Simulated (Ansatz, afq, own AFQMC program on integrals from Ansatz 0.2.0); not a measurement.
AFQMC on a folder of integrals that Ansatz 0.2.0 wrote.

```yaml
crystal:
  periodic: [false, false, false]
  atoms:
    - {symbol: O, position_ang: [0.000000, -0.065318, 0.000000]}
    - {symbol: H, position_ang: [0.000000, 0.518410, -0.761550]}
    - {symbol: H, position_ang: [0.000000, 0.518410, 0.761550]}
basis:
  gaussian: {orbitals: 6-31G}
magnetization: {spin_polarized: false}
correlation: {method: ccsd_t, electrons: outside_noble_gas, hamiltonian_folder: ham}
```

```sh
$ ansatz run in.yaml --threads 1 --pin off --events-out ev --progress --plain --max-ram 15360MiB --backend cuda --devices 0, --max-vram 18GiB
```

afq runs on the folder ham with

```
--method phaseless --trial hf --walkers 4000 --populations 20 --least-time 40 --time-step 0.005 --steps-per-block 20 --equilibration-blocks 112 --max-blocks 4000 --target-error 0.0008500 --factor-cut 1e-05 --seed 2979 --taylor-order 6
```

Times are imaginary, in 1/Eh. The walk had a cap of 49 s. With eight or more populations the least sampling time is a fifth of least-time, and the error comes from their spread.

Output of the walk:

```
orbitals 12  electrons 4 4  factors 66 of 139
reference energy -75.98415309 Eh
CCSD correlation -0.13459458 Eh in 8 cycles, weight of the determinant in the CISD state 0.9572
energy of the start -75.984153 Eh
 block  time / (1/Eh)  mean weight  energy / Eh
     1     0.100  1.0007  -76.022056
     2     0.200  1.0011  -76.050375
     3     0.300  1.0010  -76.068030
     4     0.400  1.0007  -76.081567
     5     0.500  1.0008  -76.091263
    10     1.000  1.0004  -76.114319
    37     3.700  1.0000  -76.122129
    67     6.700  1.0003  -76.125058
    97     9.700  1.0000  -76.124489
   127    12.700  1.0000  -76.122467
   157    15.700  1.0003  -76.129848
   187    18.700  0.9996  -76.114631
   217    21.700  1.0002  -76.121837
   241    24.100  1.0002  -76.131177
   247    24.700  0.9999  -76.117727
error from the spread of 20 populations
energy -76.121721 +/- 0.000847 Eh
(rows thinned)
```

The run passed its tests (sampling time, drift between the halves within three errors, error under three times the target), which doesn't prove that it has relaxed. The second half of the sampling lies above the first by 1.8 errors of their difference, so the energy may still be moving and its error bar be too small.

Against this walk (error 23.0 meV) on the same determinant: CCSD(T) 54.0 meV higher, CCSDT(Q) 39.2 meV higher (within the noise), CCSDTQ 39.9 meV higher (within the noise), full CI 39.7 meV higher (within the noise), a separate phaseless walk with a CISD trial and standard settings 40.0 ± 23.2 meV higher (within the noise). The error is statistical and leaves out the bias of the constraint.

Cautions: constraint bias not in the error.

The walk took 18 s on 1 × NVIDIA H100 80GB HBM3 with 2 threads of AMD EPYC 7R13 Processor (Zen 3) (shared host) (the card was shared). The log's last line is the phaseless energy.

CCSDT and higher add their correlation energy to the determinant of the CCSD(T) run, since their own runs factorise the integrals more tightly (a shift of under 2 meV). A walk keeps the symmetry of its determinant, which the program's search chose and which needn't be the lowest solution, so a lower state of the same spin and another symmetry isn't excluded.
